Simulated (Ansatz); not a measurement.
**hcp Sc**

Method: BLYP (PAW; Ansatz, an electronic-structure program).

Settings: plane-wave cutoff 520 eV, 18×18×10 k mesh (along the axes of the cell as run), Fermi–Dirac smearing 0.05 eV, scalar-relativistic PAW data made under PBE.

Cell: relaxed at this level.

| Item | Value |
|---|---|
| volume per atom | 24.99 Å³/atom |
| bulk modulus B0 | 51.9 GPa |
| equilibrium lattice constant a | 3.340 Å |
| c axis length | 5.173 Å |
| band gap | none |
| pressure derivative B′ of the bulk modulus | 3.5 |

Measured, for comparison: bulk modulus 55.6 GPa (zero-point energy and finite temperature contributions removed, our sources range from 44.5 to 55.6; as tabulated in doi:10.1021/acs.jctc.3c00612); lattice constant a 3.309 Å, lattice parameter c 5.268 Å (293 K, no zero-point or thermal correction; as tabulated in Wikipedia's data pages). Computed (rounded) less measured: bulk modulus not scored (sources differ), lattice constant a +0.9 %, lattice parameter c -1.8 %. A static lattice is as a rule a little smaller and stiffer than an uncorrected measurement, which narrows the difference in the lattice parameter c and would widen misses of the other sign.

Note: the bulk modulus comes from volumes at which shape and atoms were relaxed.

The computed numbers hold no vibrational or temperature effects.
